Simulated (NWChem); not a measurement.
**Correlation energy of ammonia (H3N)**

```xyz
4

N      0.0016     0.1283     0.0000
H     -0.4728    -0.2934     0.8124
H     -0.4728    -0.2934    -0.8124
H      0.9343    -0.3110     0.0000
```
Charge 0, spin multiplicity 1.

The numbers come from NWChem runs, not from measurements. The geometry was optimised at PBE/def2-SVP, a minimum by its harmonic frequencies.

Basis set: STO-3G. Each correlation energy counts from its own Hartree-Fock reference.

The correlated methods keep 1 core orbital frozen. Coupled-cluster values serve here as a point of comparison, not as the truth.

**Question.** Order these methods by the correlation energy they give, lowest first: CCSD, MP2, SCS-MP2.

**Answer.** CCSD (-68.5 mHa), SCS-MP2 (-56.9 mHa), MP2 (-49.7 mHa)
